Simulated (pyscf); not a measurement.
Optimised with ωB97X-D3(BJ)/def2-SVP in PySCF.

**Question.** Estimate the classical barrier height and the reaction energy of F–N•–F (SMILES F[N]F) + F–SiH(F)–F (SMILES F[SiH](F)F) → F–Si(F)(F)–F (SMILES F[Si](F)(F)F) + •HN–F (SMILES [NH]F) at PBE0-D3(BJ)/def2-TZVP. The step runs on the doublet surface, breaks F–N, H–Si and forms F–Si, H–N; take the separated reactants as zero.

**Answer.** ΔE‡ = 202.1 kJ/mol, ΔE = -283.4 kJ/mol. ωB97M-D3(BJ)/def2-TZVP gives 214.6 kJ/mol and -294.1 kJ/mol. Zero-point energy shifts the barrier by -3.4 kJ/mol. It is a four-centre exchange, with an imaginary mode of 1468i cm⁻¹. This is the saddle that the search found; another between the same sides may lie lower.
